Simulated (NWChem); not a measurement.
Everything below was run with NWChem. System: disilane (H₆Si₂), charge 0, spin multiplicity 1, at a geometry optimised with B3LYP/def2-SVP. Level: CCSD(T)/def2-TZVP, 10 core orbitals frozen.

Input file:

```
start mol
memory heap 100 mb stack 700 mb global 1900 mb
geometry units angstroms nocenter noautoz
  Si     1.176974     0.052134     0.000000
  Si    -1.176974    -0.052134     0.000000
  H      1.662817     0.774669     1.212973
  H      1.662817     0.774669    -1.212973
  H      1.755857    -1.324188     0.000000
  H     -1.662817    -0.774669     1.212973
  H     -1.662817    -0.774669    -1.212973
  H     -1.755857     1.324188     0.000000
  symmetry group C2h
end
basis spherical
  * library def2-tzvp
end
scf
  rhf
  nopen 0
  maxiter 100
  thresh 1e-7
  semidirect memsize 60000000 filesize 0
end
tce
  freeze core 10
  ccsd(t)
  2eorb
  2emet 13
  thresh 1e-6
  maxiter 100
  tilesize 24
end
task tce energy
```

Part of the output:

```
             Northwest Computational Chemistry Package (NWChem) 7.3.0
             --------------------------------------------------------

                                NWChem Input Module
                                -------------------

 Scaling coordinates for geometry "geometry" by  1.889725989
 (inverse scale =  0.529177249)

 Turning off AUTOSYM since
 SYMMETRY directive was detected!

                             Geometry "geometry" -> ""
                             -------------------------

 Output coordinates in angstroms (scale by  1.889725989 to convert to a.u.)

  No.       Tag          Charge          X              Y              Z
 ---- ---------------- ---------- -------------- -------------- --------------
    1 Si                  14.0000     1.17697400     0.05213400     0.00000000
    2 Si                  14.0000    -1.17697400    -0.05213400     0.00000000
    3 H                    1.0000     1.66281700     0.77466900     1.21297300
    4 H                    1.0000     1.66281700     0.77466900    -1.21297300
    5 H                    1.0000     1.75585700    -1.32418800     0.00000000
    6 H                    1.0000    -1.66281700    -0.77466900     1.21297300
    7 H                    1.0000    -1.66281700    -0.77466900    -1.21297300
    8 H                    1.0000    -1.75585700     1.32418800     0.00000000

 Effective nuclear repulsion energy (a.u.)      90.2290530867

            Nuclear Dipole moment (a.u.)
            ----------------------------
        X                 Y               Z
 ---------------- ---------------- ----------------
    -0.0000000000     0.0000000000     0.0000000000

      Symmetry information
      --------------------

 Group name             C2h
 Group number             21
 Group order               4
 No. of unique centers     3

      Symmetry unique atoms

     1    3    5


 Summary of "ao basis" -> "" (spherical)
 ------------------------------------------------------------------------------
       Tag                 Description            Shells   Functions and Types
 ---------------- ------------------------------  ------  ---------------------
 *                         def2-tzvp                  on all atoms

 Summary of "ao basis" -> "ao basis" (spherical)
 ------------------------------------------------------------------------------
       Tag                 Description            Shells   Functions and Types
 ---------------- ------------------------------  ------  ---------------------
 Si                        def2-tzvp                13       37   5s5p2d1f
 H                         def2-tzvp                 4        6   3s1p

                                 NWChem SCF Module
                                 -----------------

  ao basis        = "ao basis"
  functions       =   110
  atoms           =     8
  closed shells   =    17
  open shells     =     0
  charge          =   0.00
  wavefunction    = RHF
  use symmetry    = T
  symmetry adapt  = T

 Summary of "ao basis" -> "ao basis" (spherical)
 ------------------------------------------------------------------------------
       Tag                 Description            Shells   Functions and Types
 ---------------- ------------------------------  ------  ---------------------
 Si                        def2-tzvp                13       37   5s5p2d1f
 H                         def2-tzvp                 4        6   3s1p

      Symmetry analysis of basis
      --------------------------
[...]
   Bfn.  Coefficient  Atom+Function         Bfn.  Coefficient  Atom+Function
  ----- ------------  ---------------      ----- ------------  ---------------
    20      0.944615  1 Si pz                57      0.944615  2 Si pz
    77     -0.780653  3 H  s                 83      0.780653  4 H  s
    95     -0.780653  6 H  s                101      0.780653  7 H  s

 center of mass
 --------------
 x =   0.00000000 y =   0.00000000 z =   0.00000000

 moments of inertia (a.u.)
 ------------------
          42.984783776850         -14.068713895482           0.000000000000
         -14.068713895482         359.974167251413           0.000000000000
           0.000000000000           0.000000000000         360.597087822351

  Mulliken analysis of the total density
  --------------------------------------

    Atom       Charge   Shell Charges
 -----------   ------   -------------------------------------------------------
    1 Si  14    13.86   2.00  0.58  1.39  0.81  0.47  4.12  1.73  0.52  1.54  0.40  0.11  0.16  0.02
    2 Si  14    13.86   2.00  0.58  1.39  0.81  0.47  4.12  1.73  0.52  1.54  0.40  0.11  0.16  0.02
    3 H    1     1.05   0.24  0.56  0.24  0.01
    4 H    1     1.05   0.24  0.56  0.24  0.01
    5 H    1     1.05   0.24  0.56  0.24  0.01
    6 H    1     1.05   0.24  0.56  0.24  0.01
    7 H    1     1.05   0.24  0.56  0.24  0.01
    8 H    1     1.05   0.24  0.56  0.24  0.01

       Multipole analysis of the density wrt the origin
       ------------------------------------------------

     L   x y z        total         open         nuclear
     -   - - -        -----         ----         -------
     0   0 0 0     -0.000000      0.000000     34.000000

     1   1 0 0     -0.000000      0.000000     -0.000000
     1   0 1 0      0.000000      0.000000      0.000000
     1   0 0 1      0.000000      0.000000      0.000000

     2   2 0 0    -24.586692      0.000000    200.027480
     2   1 1 0     -0.038617      0.000000      7.929376
     2   1 0 1      0.000000      0.000000      0.000000
     2   0 2 0    -23.721098      0.000000     21.367459
     2   0 1 1     -0.000000      0.000000      0.000000
     2   0 0 2    -23.719480      0.000000     21.016478

                   NWChem Extensible Many-Electron Theory Module
                   ---------------------------------------------


            General Information
            -------------------
      Number of processors :     1
         Wavefunction type : Restricted Hartree-Fock
          No. of electrons :    34
           Alpha electrons :    17
            Beta electrons :    17
           No. of orbitals :   220
            Alpha orbitals :   110
             Beta orbitals :   110
        Alpha frozen cores :    10
         Beta frozen cores :    10
     Alpha frozen virtuals :     0
      Beta frozen virtuals :     0
         Spin multiplicity : singlet
    Number of AO functions :   110
       Number of AO shells :    50
        Use of symmetry is : on
      Symmetry adaption is : on
         Schwarz screening : 0.10D-09

          Correlation Information
          -----------------------
          Calculation type : Coupled-cluster singles & doubles w/ perturbation
   Perturbative correction : (T)
            Max iterations :      100
        Residual threshold : 0.10D-05
     T(0) DIIS level shift : 0.00D+00
     L(0) DIIS level shift : 0.00D+00
     T(1) DIIS level shift : 0.00D+00
     L(1) DIIS level shift : 0.00D+00
     T(R) DIIS level shift : 0.00D+00
     T(I) DIIS level shift : 0.00D+00
   CC-T/L Amplitude update :  5-th order DIIS
                I/O scheme : Global Array Library
        L-threshold :  0.10D-05
        EOM-threshold :  0.10D-05
 no EOMCCSD initial starts read in
 TCE RESTART OPTIONS
 SLICE:      F
 D4D5:       F
 quantumc:   F
 qrotation:  F
 pwtce:      F
 qducc:      F
 nacto:                         0
 nrotv:                         0
 nrot:                          0

            Memory Information
            ------------------
          Available GA space size is     249024700 doubles
          Available MA space size is     104830332 doubles

 Maximum block size supplied by input
 Maximum block size        24 doubles

 tile_dim =     17

 -------------------------------------------------

 Global array virtual files algorithm will be used

 Parallel file system coherency ......... OK

 4-electron integrals stored in orbital form

 v2    file size   =          5024038
 4-index algorithm nr.  13 is used
 imaxsize =       30
 imaxsize ichop =        0


CCSD iterations
 ---------------------------------------------------------
 Iter          Residuum       Correlation     Cpu    Wall
 ---------------------------------------------------------
    1   0.1548645270575  -0.2450370208695     1.1     1.1
    2   0.0447291938418  -0.2853366200857     1.2     1.2
    3   0.0155780918479  -0.2942603897968     1.1     1.1
    4   0.0060289102280  -0.2968457436517     1.1     1.1
    5   0.0025778549876  -0.2977099870315     1.0     1.0
    6   0.0004986461219  -0.2982409610257     0.8     0.8
    7   0.0002350043625  -0.2982378716341     1.0     1.0
    8   0.0001164513010  -0.2982454453111     1.1     1.1
    9   0.0000634991195  -0.2982481487035     1.1     1.1
   10   0.0000345196181  -0.2982500315263     1.1     1.1
   11   0.0000043385577  -0.2982521111530     1.0     1.0
   12   0.0000014015153  -0.2982525256102     1.0     1.0
   13   0.0000005809606  -0.2982526656298     0.9     0.9
 -----------------------------------------------------------------
 Iterations converged
 CCSD correlation energy / hartree =        -0.298252665629847
 CCSD total energy / hartree       =      -581.662558031581511

 Singles contributions

 Doubles contributions
 CCSD(T)
 Using plain CCSD(T) code
             total no. of tasks         1540
 total no. of tasks / no. procs         1540
                         wl_min         3332           3.9
                         wl_max       117045           7.0
        thresh for no. of tasks         1540

 CCSD[T]  correction energy / hartree =        -0.008903881313128
 CCSD[T] correlation energy / hartree =        -0.307156546942975
 CCSD[T] total energy / hartree       =      -581.671461912894642
 CCSD(T)  correction energy / hartree =        -0.008682564541723
 CCSD(T) correlation energy / hartree =        -0.306935230171571
 CCSD(T) total energy / hartree       =      -581.671240596123198

 Task  times  cpu:       56.2s     wall:       56.2s

 Total times  cpu:       56.2s     wall:       56.2s
```
